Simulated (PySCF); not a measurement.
# C₆H₁₀+ (doublet): open-shell or spin-flip excitations

Aim: compute the open-shell or spin-flip excitations of C₆H₁₀+ (doublet) (`[CH2][CH+]C1CCC1`).

Programs: PySCF 2.14.0, with routines of our own; each step states its level. All values are computed. Atoms count from 0.

## 1. The system as given

16 atoms, charge 1, multiplicity 2; geometry from: GFN2-xTB.

## 2. Open-shell or spin-flip excitations: unrestricted TDA B3LYP/def2-SVPD

The job: settings as JSON, then the geometry in Å.

```
{"job": {"kind": "uabs", "xc": "B3LYP", "basis": "def2-SVPD", "nstates": 10, "tda": true}, "charge": 1, "multiplicity": 2}
C      2.443511    -0.280160     0.291617
C      1.357288    -0.658457    -0.410201
C      0.106432     0.097366    -0.481058
C     -1.239758    -0.648846    -0.576475
C     -1.764616     0.318983     0.484959
C     -0.395527     0.974477     0.683141
H      2.440246     0.586279     0.935052
H      3.367848    -0.830603     0.230538
H      1.385150    -1.574885    -0.988865
H      0.146887     0.754659    -1.366483
H     -1.778647    -0.615381    -1.521933
H     -1.148813    -1.693489    -0.280140
H     -2.557646     0.984882     0.155942
H     -2.085485    -0.212305     1.385571
H      0.109369     0.752467     1.621600
H     -0.393837     2.053958     0.543418
```

Level: unrestricted TDA B3LYP/def2-SVPD, vertical, gas phase, core orbitals frozen in the response.

On the command line:

```sh
$ OMP_NUM_THREADS=1 python excited_run.py task.json out
```

This one command runs all jobs of the session in turn.

The program printed:

```text
coarse grid: 12720 points
cycle   1  E = -234.0406125335  dE =  8.863e-01  |g| = 2.031e-01  |ddm| = 5.048e+00
cycle   2  E = -233.9733349581  dE =  6.728e-02  |g| = 3.846e-01  |ddm| = 1.335e+00
cycle   3  E = -234.0632697693  dE = -8.993e-02  |g| = 7.346e-02  |ddm| = 7.963e-01
cycle   4  E = -234.0661345050  dE = -2.865e-03  |g| = 2.900e-02  |ddm| = 2.198e-01
cycle   5  E = -234.0665735606  dE = -4.391e-04  |g| = 7.568e-03  |ddm| = 7.113e-02
cycle   6  E = -234.0666121218  dE = -3.856e-05  |g| = 3.469e-03  |ddm| = 2.388e-02
cycle   7  E = -234.0666212112  dE = -9.089e-06  |g| = 1.170e-03  |ddm| = 1.182e-02
final grid: 120968 points
cycle   8  E = -234.1167206563  dE = -5.193e-05  |g| = 4.578e-03  |ddm| = 1.611e-01
cycle   9  E = -234.1167125578  dE =  8.098e-06  |g| = 6.062e-03  |ddm| = 2.023e-02
cycle  10  E = -234.1167310861  dE = -1.853e-05  |g| = 1.541e-03  |ddm| = 1.228e-02
cycle  11  E = -234.1167324882  dE = -1.402e-06  |g| = 1.914e-04  |ddm| = 3.187e-03
cycle  12  E = -234.1167325299  dE = -4.171e-08  |g| = 1.733e-04  |ddm| = 1.105e-03
cycle  13  E = -234.1167325534  dE = -2.347e-08  |g| = 8.150e-05  |ddm| = 5.511e-04
cycle  14  E = -234.1167325591  dE = -5.723e-09  |g| = 1.796e-05  |ddm| = 3.241e-04
cycle  15  E = -234.1167325594  dE = -3.500e-10  |g| = 8.745e-06  |ddm| = 1.150e-04
converged SCF energy = -234.1167325594

Static polarisability (au): isotropic 83.241, principal 49.943 63.124 136.655

<S^2> of the reference = 0.7558 (exact 0.7500)

Excitations
state   eV       nm        f      <S^2>   main configurations
  1   1.6754    740.0   0.01397   0.768   Hb->Lb 0.54, H-2b->Lb 0.44
  2   1.7275    717.7   0.00020   0.768   H-1b->Lb 0.97
  3   2.2733    545.4   0.13781   0.763   H-2b->Lb 0.49, Hb->Lb 0.39
  4   2.8386    436.8   0.02091   0.771   H-3b->Lb 0.94
  5   3.4080    363.8   0.03859   0.765   H-4b->Lb 0.71, H-5b->Lb 0.19
  6   3.5830    346.0   0.00747   0.768   H-5b->Lb 0.78, H-4b->Lb 0.20
  7   4.3915    282.3   0.00764   0.774   H-6b->Lb 0.92
  8   5.4037    229.4   0.11816   1.124   Ha->La 0.52, Hb->L+1b 0.23
  9   5.5856    222.0   0.02172   0.793   H-7b->Lb 0.92
 10   6.1006    203.2   0.01900   2.185   Ha->La 0.33, H-1a->La 0.20, Hb->L+1b 0.17, H-3a->La 0.16
```

It took 56 s on 1 thread of Arm Neoverse V2, shared host; peak memory 0.67 GiB.

From this job:

```csv
quantity,value
⟨S²⟩,0.756
```

Löwdin spin populations:

C0 0.35; C1 0.17; C2 0.11; C3 0.08; C4 0.07; C5 0.07; H6 0.02; H7 0.02; H8 0.01; H9 0.07; H10 0.00; H11 0.01; H12 0.01; H13 0.03; H14 0.00; H15 0.00

With diffuse functions Löwdin's scheme smears the spin, so small populations can have the wrong sign.

Orbitals, density, ELF and potential are computed afterwards from the orbital file.

ELF in a plane through or near 8 of the atoms.

Values, 10 rows by 14 columns:
```
0.00 0.00 0.00 0.00 0.00 0.00 0.00 0.00 0.00 0.00 0.00 0.00 0.00 0.00
0.00 0.00 0.00 0.00 0.00 0.00 0.00 0.00 0.00 0.00 0.00 0.00 0.00 0.00
0.00 0.00 0.00 0.02 0.66 0.01 0.17 0.24 0.10 0.01 0.00 0.00 0.00 0.00
0.00 0.00 0.00 0.33 1.00 0.42 0.58 0.83 0.45 0.15 0.24 0.03 0.00 0.00
0.00 0.00 0.37 0.58 0.84 0.35 0.17 0.56 0.92 0.42 0.96 0.42 0.00 0.00
0.00 0.00 0.98 1.00 0.59 0.36 0.88 0.56 0.71 0.72 0.49 0.07 0.00 0.00
0.00 0.00 0.33 0.33 0.28 0.88 0.38 0.58 0.43 0.54 0.03 0.00 0.00 0.00
0.00 0.00 0.00 0.00 0.86 1.00 0.19 0.19 0.52 0.57 0.07 0.00 0.00 0.00
0.00 0.00 0.00 0.00 0.05 0.30 0.00 0.01 0.03 0.03 0.00 0.00 0.00 0.00
0.00 0.00 0.00 0.00 0.00 0.00 0.00 0.00 0.00 0.00 0.00 0.00 0.00 0.00
```
The map spans 12.1 Å across and 8.9 Å up, centred on the molecule. Atoms in the plane (x, y in Å): C0 (-2.5, 0.2), C1 (-1.4, -0.6), C3 (1.1, -1.0), C4 (1.8, 0.3), C5 (0.5, 1.1), H6 (-2.3, 1.3), H7 (-3.5, -0.1), H8 (-1.6, -1.7).

log10 of the density (e/Å³) in the same plane.

Ten even steps from ' ' (-4.0) to '@' (2.3):
```
                                                        
                                                        
                        ............                    
                ........::::::::::::..                  
          ....::----::::--======----::::..              
        ....::======----==++++++====----::....          
        ..::--++++++====++******++++====--::::..        
      ..::--==******++==++****##****++++++--::..        
      ::--==++******++==++**************++==--..        
    ..::==++****@@****++++********##%%****==--..        
    ..::==++**************************++++--::..        
    ..::--==++++++**##**********##****++==::..          
      ..::--====++******++++++**%%**++==--::..          
        ..::::--==******====++******++==--..            
          ....--==++++++==--==++++++==--::..            
            ..::--======------======----::              
              ....::::::....::::::::::....              
                  ....      ..........                  
                                                        
                                                        
```
The map spans 12.1 Å across and 8.9 Å up, centred on the molecule. Atoms in the plane (x, y in Å): C0 (-2.5, 0.2), C1 (-1.4, -0.6), C3 (1.1, -1.0), C4 (1.8, 0.3), C5 (0.5, 1.1), H6 (-2.3, 1.3), H7 (-3.5, -0.1), H8 (-1.6, -1.7).

On the surface of density 0.002 e/bohr³ the electrostatic potential runs, from the 1st to the 99th percentile, from 4.06 to 5.59 V.

The spin density lies nearest to C0 33 %; C1 13 %; H9 9 %; C2, C3 about 8 % each.

## 3. Open-shell or spin-flip excitations: unrestricted TDA B3LYP/def2-SVPD in water

The job, as its differences from that of step 2:

```diff
@@ -1,2 +1,2 @@
-{"job": {"kind": "uabs", "xc": "B3LYP", "basis": "def2-SVPD", "nstates": 10, "tda": true}, "charge": 1, "multiplicity": 2}
+{"job": {"kind": "uabs", "xc": "B3LYP", "basis": "def2-SVPD", "nstates": 10, "tda": true, "solvent": "water", "pol": false}, "charge": 1, "multiplicity": 2}
 C      2.443511    -0.280160     0.291617
```

Method: unrestricted TDA B3LYP/def2-SVPD, vertical, IEF-PCM water (non-equilibrium linear response), core orbitals frozen in the response.

The program printed:

```text
coarse grid: 12720 points
cycle   1  E = -234.1335061949  dE =  7.939e-01  |g| = 1.880e-01  |ddm| = 5.044e+00
cycle   2  E = -234.1077909606  dE =  2.572e-02  |g| = 2.840e-01  |ddm| = 1.163e+00
cycle   3  E = -234.1521775621  dE = -4.439e-02  |g| = 5.936e-02  |ddm| = 5.432e-01
cycle   4  E = -234.1538521666  dE = -1.675e-03  |g| = 2.149e-02  |ddm| = 1.680e-01
cycle   5  E = -234.1541054244  dE = -2.533e-04  |g| = 6.319e-03  |ddm| = 5.428e-02
cycle   6  E = -234.1541324608  dE = -2.704e-05  |g| = 2.642e-03  |ddm| = 1.822e-02
cycle   7  E = -234.1541383314  dE = -5.871e-06  |g| = 1.254e-03  |ddm| = 1.120e-02
final grid: 120968 points
cycle   8  E = -234.2041815384  dE = -4.730e-05  |g| = 5.447e-03  |ddm| = 1.589e-01
cycle   9  E = -234.2041611437  dE =  2.039e-05  |g| = 8.252e-03  |ddm| = 2.596e-02
cycle  10  E = -234.2041966133  dE = -3.547e-05  |g| = 1.395e-03  |ddm| = 1.608e-02
cycle  11  E = -234.2041977191  dE = -1.106e-06  |g| = 1.305e-04  |ddm| = 2.911e-03
cycle  12  E = -234.2041977389  dE = -1.973e-08  |g| = 9.398e-05  |ddm| = 6.976e-04
cycle  13  E = -234.2041977467  dE = -7.852e-09  |g| = 5.283e-05  |ddm| = 3.087e-04
cycle  14  E = -234.2041977494  dE = -2.644e-09  |g| = 1.264e-05  |ddm| = 2.088e-04
cycle  15  E = -234.2041977496  dE = -2.249e-10  |g| = 5.188e-06  |ddm| = 8.656e-05
converged SCF energy = -234.2041977496

<S^2> of the reference = 0.7550 (exact 0.7500)

Excitations
state   eV       nm        f      <S^2>   main configurations
  1   1.7959    690.4   0.03131   0.769   Hb->Lb 0.65, H-2b->Lb 0.34
  2   1.8562    667.9   0.00076   0.770   H-1b->Lb 0.98
  3   2.2076    561.6   0.12676   0.768   H-2b->Lb 0.61, Hb->Lb 0.31
  4   2.9184    424.8   0.02033   0.772   H-3b->Lb 0.95
  5   3.4131    363.3   0.03491   0.766   H-4b->Lb 0.89
  6   3.6951    335.5   0.00751   0.768   H-5b->Lb 0.98
  7   4.4341    279.6   0.00948   0.777   H-6b->Lb 0.90
  8   5.4579    227.2   0.15821   0.909   Ha->La 0.64, Hb->L+1b 0.16
  9   5.5833    222.1   0.02229   0.783   H-7b->Lb 0.92
 10   6.1630    201.2   0.00931   2.429   Ha->La 0.24, Hb->L+1b 0.23, H-1a->La 0.22, H-3a->La 0.19
```

Wall time 42 s (1 thread of Arm Neoverse V2, shared host); peak memory 0.8 GiB.

In short:

```csv
quantity,value
⟨S²⟩,0.755
```

## 4. Open-shell or spin-flip excitations: unrestricted TDDFT PBE/6-311G**

The job, as its differences from that of step 3:

```diff
@@ -1,2 +1,2 @@
-{"job": {"kind": "uabs", "xc": "B3LYP", "basis": "def2-SVPD", "nstates": 10, "tda": true, "solvent": "water", "pol": false}, "charge": 1, "multiplicity": 2}
+{"job": {"kind": "uabs", "xc": "PBE", "basis": "6-311G**", "nstates": 15, "tda": false, "scf": {"guess": "vsap", "fallback": true}}, "charge": 1, "multiplicity": 2}
 C      2.443511    -0.280160     0.291617
```

With the program's defaults for keys left out, this is: unrestricted TDDFT PBE/6-311G**, vertical, gas phase, core orbitals frozen in the response.

The program printed:

```text
final grid: 120968 points
cycle   1  E = -221.4002051913  dE =  1.108e+01  |g| = 3.659e+00  |ddm| = 1.133e+01
cycle   2  E = -179.0030625180  dE =  4.240e+01  |g| = 7.958e+00  |ddm| = 1.490e+01
cycle   3  E = -226.0651832270  dE = -4.706e+01  |g| = 3.440e+00  |ddm| = 1.032e+01
cycle   4  E = -232.1445788907  dE = -6.079e+00  |g| = 1.765e+00  |ddm| = 3.662e+00
cycle   5  E = -232.7061721118  dE = -5.616e-01  |g| = 1.286e+00  |ddm| = 1.718e+00
cycle   6  E = -233.9517623401  dE = -1.246e+00  |g| = 3.006e-01  |ddm| = 1.145e+00
cycle   7  E = -233.9792824931  dE = -2.752e-02  |g| = 2.297e-01  |ddm| = 4.071e-01
cycle   8  E = -233.9920244632  dE = -1.274e-02  |g| = 1.436e-01  |ddm| = 2.905e-01
cycle   9  E = -234.0046848130  dE = -1.266e-02  |g| = 7.389e-02  |ddm| = 2.045e-01
cycle  10  E = -234.0078659228  dE = -3.181e-03  |g| = 2.645e-02  |ddm| = 9.035e-02
cycle  11  E = -234.0082229989  dE = -3.571e-04  |g| = 1.078e-02  |ddm| = 3.230e-02
cycle  12  E = -234.0082962439  dE = -7.325e-05  |g| = 3.124e-03  |ddm| = 1.021e-02
cycle  13  E = -234.0083010111  dE = -4.767e-06  |g| = 1.459e-03  |ddm| = 3.167e-03
cycle  14  E = -234.0083020420  dE = -1.031e-06  |g| = 6.388e-04  |ddm| = 1.513e-03
cycle  15  E = -234.0083023662  dE = -3.242e-07  |g| = 1.942e-04  |ddm| = 8.651e-04
cycle  16  E = -234.0083023805  dE = -1.430e-08  |g| = 1.666e-04  |ddm| = 2.738e-04
cycle  17  E = -234.0083023944  dE = -1.382e-08  |g| = 6.069e-05  |ddm| = 1.704e-04
cycle  18  E = -234.0083023970  dE = -2.626e-09  |g| = 2.907e-05  |ddm| = 8.044e-05
cycle  19  E = -234.0083023975  dE = -5.554e-10  |g| = 1.363e-05  |ddm| = 4.818e-05
converged SCF energy = -234.0083023975

Static polarisability (au): isotropic 78.115, principal 46.247 62.172 125.927

<S^2> of the reference = 0.7527 (exact 0.7500)

Excitations
state   eV       nm        f      <S^2>   main configurations
  1   1.2974    955.6   0.00629   0.757   Hb->Lb 0.82, H-2b->Lb 0.17
  2   1.4900    832.1   0.00018   0.757   H-1b->Lb 0.99
  3   2.0865    594.2   0.06998   0.755   H-2b->Lb 0.78, Hb->Lb 0.16
  4   2.6630    465.6   0.01528   0.759   H-3b->Lb 0.95
  5   3.0553    405.8   0.02011   0.756   H-4b->Lb 0.94
  6   3.1420    394.6   0.00812   0.757   H-5b->Lb 0.95
  7   4.0111    309.1   0.00573   0.760   H-6b->Lb 0.98
  8   4.9890    248.5   0.06736   1.021   Ha->La 0.65, Hb->L+1b 0.17
  9   5.1818    239.3   0.01591   0.770   H-7b->Lb 0.95
 10   5.4764    226.4   0.00189   2.357   H-1a->La 0.52, Ha->La 0.18, Hb->L+1b 0.15, H-3a->La 0.09
 11   5.8686    211.3   0.00781   1.394   H-8b->Lb 0.43, H-1a->La 0.18, H-2a->La 0.15, H-3a->La 0.12
 12   5.9113    209.7   0.00324   1.331   H-8b->Lb 0.48, H-2a->La 0.37
 13   5.9581    208.1   0.00751   1.769   H-2a->La 0.46, H-3a->La 0.25, H-1a->La 0.14
 14   6.1526    201.5   0.00443   0.813   H-9b->Lb 0.93
 15   6.3913    194.0   0.01270   1.679   Hb->L+1b 0.45, H-2b->L+1b 0.42
```

Run time: 66 s. Hardware: 1 thread of Arm Neoverse V2, shared host; peak memory 0.59 GiB.

In short:

```csv
quantity,value
⟨S²⟩,0.753
```

## 5. What came out

| quantity | value |
| --- | --- |
| lowest and brightest state of nearly pure spin, of 10 (step 2, unrestricted TDA B3LYP/def2-SVPD) | 1.68 eV; 2.27 eV, f = 0.138 |
| lowest and brightest state of nearly pure spin, of 10 (step 3, unrestricted TDA B3LYP/def2-SVPD in water) | 1.80 eV; 2.21 eV, f = 0.127 |
| lowest and brightest state of nearly pure spin, of 15 (step 4, unrestricted TDDFT PBE/6-311G**) | 1.30 eV; 2.09 eV, f = 0.070 |

**Reading.** States whose ⟨S²⟩ lies well above the reference's are mixtures of spin states, an artefact of the unrestricted response, and are left out of the summary. The lowest state of nearly pure spin runs from 1.30 to 1.80 eV over the runs.
